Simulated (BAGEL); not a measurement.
# singlet [CCl3]−: levels of theory compared

Wanted: a comparison of 6 runs (HF/STO-3G, HF/3-21G, HF/6-31G*, B3LYP/6-311+G**, PBE0/6-311+G**, RI-MP2/6-311+G**) of singlet [CCl3]−. 

The results are computed with BAGEL 1.2.2.

7 further runs of the same task are left out: 7 set aside as unsound or not needed.

### 1 The system as given

[CCl3]− has 4 atoms, charge -1, and is taken as a singlet. SMILES of the parent species: `Cl[C](Cl)Cl`. The coordinates come from a GFN2-xTB relaxation. That shape belongs to the parent species and isn't relaxed for this state.

Bond lengths: Cl1–C2 1.710 Å, C2–Cl3 1.710 Å, C2–Cl4 1.710 Å. Angles: Cl1–C2–Cl3 116.2°, Cl1–C2–Cl4 116.3°, Cl3–C2–Cl4 116.1°.

### 2 A single-point energy at HF/STO-3G (density fitting with qzvpp-jkfit) (run 1)

File hf.json:

```json
{ "bagel": [

{
  "title": "molecule",
  "basis": "sto-3g",
  "df_basis": "qzvpp-jkfit",
  "angstrom": true,
  "geometry": [
    { "atom": "Cl", "xyz": [    0.904330,   -0.610000,    1.276270 ] },
    { "atom": "C", "xyz": [    0.127080,   -0.136620,   -0.171570 ] },
    { "atom": "Cl", "xyz": [   -1.468980,   -0.709130,   -0.392060 ] },
    { "atom": "Cl", "xyz": [    0.437570,    1.455750,   -0.712630 ] }
  ]
},
{
  "title": "hf",
  "charge": -1
},
{
  "title": "print",
  "file": "orbitals.molden",
  "orbitals": true
}

]}
```

Run with:

```console
$ BAGEL_NUM_THREADS=1 BAGEL hf.json > hf.out
```

The program printed:

```text
* using 1 threads per process

  ===============================================================
  ===============================================================

  *** Geometry ***

  { "atom" : "Cl", "xyz" : [      1.708936,     -1.152733,      2.411801 ] },
  { "atom" : "C", "xyz" : [      0.240146,     -0.258174,     -0.324220 ] },
  { "atom" : "Cl", "xyz" : [     -2.775970,     -1.340061,     -0.740886 ] },
  { "atom" : "Cl", "xyz" : [      0.826887,      2.750969,     -1.346676 ] },

  Number of auxiliary basis functions:      459

  Since a DF basis is specified, we compute 2- and 3-index integrals:
    o Being stored without compression. Storage requirement is 0.004 GB

  Number of basis functions:       32
  Number of electrons      :       57

    * METHOD: MOLECULE                             0.16

  *** RHF ***

  === Nuclear Repulsion ===
   252.7056010132

      * DIIS with orbital gradients will be used.

  === RHF iteration (sto-3g) ===
      0      -1400.86899946          0.00941913           0.03
      1      -1400.91963672          0.00361505           0.03
      2      -1400.93062456          0.00162154           0.04
      3      -1400.94040357          0.00062772           0.04
      4      -1400.94185773          0.00006900           0.04
      5      -1400.94185978          0.00002650           0.04
      6      -1400.94186088          0.00000894           0.04
      7      -1400.94186098          0.00000119           0.04
      8      -1400.94186098          0.00000005           0.04
      9      -1400.94186098          0.00000002           0.04
     10      -1400.94186098          0.00000001           0.04
    * SCF iteration converged.

    * Permanent dipole moment:
           (    0.251410,    -0.272733,    -0.342612) a.u.

    * METHOD: HF                                   0.47

    * METHOD: PRINT                                0.00

  ===============================================================
```

Wall time 0.93 s (1 thread of Intel Xeon Platinum 8488C (Sapphire Rapids), shared host); peak memory 0.08 GiB.

### 3 A single-point energy at HF/3-21G (density fitting with qzvpp-jkfit) (run 2)

File calc.json:

```json
{ "bagel" : [

{
  "title" : "molecule",
  "basis" : "3-21g",
  "df_basis" : "qzvpp-jkfit",
  "angstrom" : "true",
  "geometry" : [
    { "atom" : "Cl", "xyz" : [       0.904330,      -0.610000,       1.276270 ] },
    { "atom" : "C", "xyz" : [       0.127080,      -0.136620,      -0.171570 ] },
    { "atom" : "Cl", "xyz" : [      -1.468980,      -0.709130,      -0.392060 ] },
    { "atom" : "Cl", "xyz" : [       0.437570,       1.455750,      -0.712630 ] }
  ]
},

{ "title" : "hf", "charge" : -1 },

{ "title" : "print", "file" : "orbitals.molden", "orbitals" : "true" }

]}
```

Run with:

```console
$ BAGEL_NUM_THREADS=1 BAGEL calc.json > calc.out
```

The program printed:

```text
* using 1 threads per process

  ===============================================================
  ===============================================================

  *** Geometry ***

  { "atom" : "Cl", "xyz" : [      1.708936,     -1.152733,      2.411801 ] },
  { "atom" : "C", "xyz" : [      0.240146,     -0.258174,     -0.324220 ] },
  { "atom" : "Cl", "xyz" : [     -2.775970,     -1.340061,     -0.740886 ] },
  { "atom" : "Cl", "xyz" : [      0.826887,      2.750969,     -1.346676 ] },

  Number of auxiliary basis functions:      459

  Since a DF basis is specified, we compute 2- and 3-index integrals:
    o Being stored without compression. Storage requirement is 0.008 GB

  Number of basis functions:       48
  Number of electrons      :       57

    * METHOD: MOLECULE                             0.22

  *** RHF ***

  === Nuclear Repulsion ===
   252.7056010132

      * DIIS with orbital gradients will be used.

  === RHF iteration (3-21g) ===
      0      -1409.36211636          0.00844672           0.06
      1      -1409.40809970          0.00476324           0.05
      2      -1409.41834981          0.00168307           0.05
      3      -1409.42528261          0.00112736           0.05
      4      -1409.42887384          0.00036342           0.05
      5      -1409.42923439          0.00005289           0.05
      6      -1409.42923777          0.00001768           0.05
      7      -1409.42923833          0.00000908           0.05
      8      -1409.42923836          0.00000220           0.05
      9      -1409.42923837          0.00000031           0.05
     10      -1409.42923837          0.00000010           0.05
     11      -1409.42923837          0.00000003           0.05
     12      -1409.42923837          0.00000001           0.05
    * SCF iteration converged.

    * Permanent dipole moment:
           (    0.291696,    -0.315844,    -0.396780) a.u.

    * METHOD: HF                                   0.82

    * METHOD: PRINT                                0.00

  ===============================================================
```

Run time: 1.3 s. Hardware: 1 thread of Intel Xeon Platinum 8488C (Sapphire Rapids), shared host; peak memory 0.08 GiB.

Runs 3 to 5 aren't shown in full; the table further down has their settings and results.

### 4 The energy at RI-MP2/6-311+G(d,p) (density fitting with qzvpp-jkfit) (run 6)

File input.json:

```json
{ "bagel" : [

{
  "title" : "molecule",
  "basis" : "6-311+gss.json",
  "df_basis" : "qzvpp-jkfit",
  "angstrom" : true,
  "geometry" : [
    { "atom" : "Cl", "xyz" : [       0.904330,      -0.610000,       1.276270 ] },
    { "atom" : "C", "xyz" : [       0.127080,      -0.136620,      -0.171570 ] },
    { "atom" : "Cl", "xyz" : [      -1.468980,      -0.709130,      -0.392060 ] },
    { "atom" : "Cl", "xyz" : [       0.437570,       1.455750,      -0.712630 ] }
  ]
},

{ "title" : "hf", "charge" : -1 },

{ "title" : "mp2", "charge" : -1, "ncore" : 16 }

]}
```

The basis set 6-311+G** is read from a file made from the Basis Set Exchange's data (not shown).

Run with:

```console
$ BAGEL_NUM_THREADS=1 BAGEL input.json > input.out
```

The program printed:

```text
* using 1 threads per process

  ===============================================================
  ===============================================================

  *** Geometry ***

  { "atom" : "Cl", "xyz" : [      1.708936,     -1.152733,      2.411801 ] },
  { "atom" : "C", "xyz" : [      0.240146,     -0.258174,     -0.324220 ] },
  { "atom" : "Cl", "xyz" : [     -2.775970,     -1.340061,     -0.740886 ] },
  { "atom" : "Cl", "xyz" : [      0.826887,      2.750969,     -1.346676 ] },

  Number of auxiliary basis functions:      459

  Since a DF basis is specified, we compute 2- and 3-index integrals:
    o Being stored without compression. Storage requirement is 0.046 GB

  Number of basis functions:      112
  Number of electrons      :       57

    * METHOD: MOLECULE                             0.27

  *** RHF ***

  === Nuclear Repulsion ===
   252.7056010132

      * DIIS with orbital gradients will be used.

  === RHF iteration (6-311+gss.json) ===
      0      -1416.19119322          0.00957531           0.16
      1      -1416.29250545          0.00566964           0.15
      2      -1416.31518582          0.00168311           0.15
      3      -1416.32105913          0.00090330           0.16
      4      -1416.32463235          0.00045927           0.17
      5      -1416.32617670          0.00015135           0.14
      6      -1416.32633317          0.00002893           0.16
      7      -1416.32633561          0.00000580           0.18
      8      -1416.32633567          0.00000207           0.18
      9      -1416.32633568          0.00000066           0.18
     10      -1416.32633568          0.00000015           0.19
     11      -1416.32633568          0.00000007           0.19
     12      -1416.32633568          0.00000003           0.19
     13      -1416.32633568          0.00000001           0.19
    * SCF iteration converged.

    * Permanent dipole moment:
           (    0.151842,    -0.164105,    -0.206278) a.u.

    * METHOD: HF                                   2.59

  *** RHF ***

  === Nuclear Repulsion ===
   252.7056010132

      * DIIS with orbital gradients will be used.

  === RHF iteration (6-311+gss.json) ===
      0      -1416.32633568          0.00000000           0.18
    * SCF iteration converged.

    * Permanent dipole moment:
           (    0.151842,    -0.164105,    -0.206278) a.u.

  === DF-MP2 calculation ===

    * freezing 16 orbitals
    * 3-index integral transformation done
    * assembly done

      MP2 correlation energy:   -0.5645527180      0.10

      MP2 total energy:       -1416.8908883954

    * METHOD: MP2                                  0.48

  ===============================================================
```

Wall time 3.9 s (1 thread of Intel Xeon Platinum 8488C (Sapphire Rapids), shared host); peak memory 0.15 GiB.

### 5 All runs side by side

```tsv
run	level	frozen core orbitals	energy (Eh)	HOMO energy (eV)	LUMO energy (eV)	HOMO–LUMO gap (eV)	wall time
1	HF/STO-3G (density fitting with qzvpp-jkfit)	–	-1400.941861	1.89	15.93	14.04	0.93 s
2	HF/3-21G (density fitting with qzvpp-jkfit)	–	-1409.429238	-1.31	9.90	11.22	1.3 s
3	HF/6-31G* (density fitting with qzvpp-jkfit, spherical functions)	–	-1416.222974	-1.16	9.86	11.03	2.3 s
4	B3LYP/6-311+G** (density fitting with qzvpp-jkfit)	–	-1418.752799	1.20	3.81	2.61	11 s
5	PBE0/6-311+G** (density fitting with qzvpp-jkfit)	–	-1418.210565	1.08	4.09	3.01	11 s
6	RI-MP2/6-311+G** (density fitting with qzvpp-jkfit)	16	-1416.890888	–	–	–	3.9 s
```

### 6 What came out

| quantity | value |
| --- | --- |
| run 6: total energy | -1416.89089 Eh |
| run 6: correlation energy (16 core orbitals frozen) | -564.6 mEh |

**Reading.** Over runs 1, 2, 3, 4, 5 the HOMO–LUMO gap runs from 2.61 eV (B3LYP/6-311+G**) to 14.04 eV (HF/STO-3G). The two ends differ in method and basis. The empty levels of an anion lie above zero and hang on the basis. Totals of different functionals can't be ranked against each other. In runs 1, 4, 5 the HOMO lies above zero, so the outermost electron may be held by the basis alone. In run 1 the basis is minimal, so the values are rough. All runs together took 30 s, the longest 11 s.
